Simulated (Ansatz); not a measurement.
The cluster O3, relaxed as a triplet with UKS PBE-D4/def2-TZVP in Ansatz, starting from the PBE-D4/def2-TZVP geometry of the neutral singlet. Force threshold 0.02 eV/Å.

The structure holds 2 bonds between oxygen atoms, so isomers without such links may lie far lower. At PBE-D4/def2-TZVP a singlet of charge 0 lies 1.08 eV below the triplet, each at its own geometry. The structure comes from a short search, and lower isomers may exist.

Start:

Cartesian coordinates in Å:
```
O -0.601 0.938 0.020
O -0.294 -0.292 0.133
O 0.896 -0.646 -0.153
```

```csv
step,energy (eV),largest force component (eV/Å),SCF passes
1,-6130.0430,2.324,31
2,-6130.2736,0.762,35
3,-6130.3102,0.131,32
4,-6130.3115,0.064,34
5,-6130.3116,0.012,35
```

Force components are those of the run's own axes.

End:

```xyz
3

O    -0.685    0.984    0.037
O    -0.252   -0.251    0.114
O     0.937   -0.733   -0.151
```

By distances, no bond broke or formed. The bond that changes most is O2–O3, from 1.27 to 1.31 Å (atoms count from 1).

No frequencies were taken in this run, so the end may be a saddle point.

Run time 5 s (2 threads of Arm Neoverse V1 on a shared host).
